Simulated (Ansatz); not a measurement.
# ClH3Si: the cost of one run

Program: Ansatz 0.2.0. Level of theory: RHF/def2-TZVP. These are calculated values, not measurements.

## 1. The system as given

Bond lengths: Si1–H2 1.660 Å, Si1–H3 1.660 Å, Si1–Cl4 2.128 Å, Si1–H5 1.459 Å. Angles: H2–Si1–H3 35.4°, H2–Si1–Cl4 123.4°, H2–Si1–H5 123.4°, H3–Si1–Cl4 123.4°, H3–Si1–H5 123.4°, Cl4–Si1–H5 109.5°.

Structure file:

```xyz
5

Si    0.0000    0.0000    0.0000
H     0.9994    0.0000    1.3254
H     1.5827    0.0000    0.5009
Cl   -1.0032    1.7381   -0.7093
H    -0.6877   -1.1914   -0.4862
```

## 2. Pulling towards end A

Springs on the bonds that form and break draw the guess towards this end; the thresholds are loose.

input.yaml reads:

```yaml
crystal:
  periodic: [false, false, false]
  atoms:
    - { symbol: Si, position_ang: [0.0, 0.0, 0.0] }
    - { symbol: H, position_ang: [0.9994, 0.0, 1.3254] }
    - { symbol: H, position_ang: [1.5827, 0.0, 0.5009] }
    - { symbol: Cl, position_ang: [-1.0032, 1.7381, -0.7093] }
    - { symbol: H, position_ang: [-0.6877, -1.1914, -0.4862] }
basis:
  gaussian: { orbitals: def2-TZVP }
hamiltonian:
  xc: hf
relax:
  f_tol: 0.15
  max_steps: 25
  restrain:
    - { distance: [1, 2], at: 1.86, k: 30.0 }
    - { distance: [0, 1], at: 1.46, k: 30.0 }
    - { distance: [0, 2], at: 1.46, k: 30.0 }
```

Launch:

```sh
> ansatz run input.yaml --threads 1 --pin off --max-ram 2048MiB --backend cpu --events-out ev --progress --plain --runs-dir out
```

**Question.** How long does this run take on 1 thread of Arm Neoverse V1, shared host, and how much memory does it need?

About 5.6 s, with a peak of 0.14 GiB.
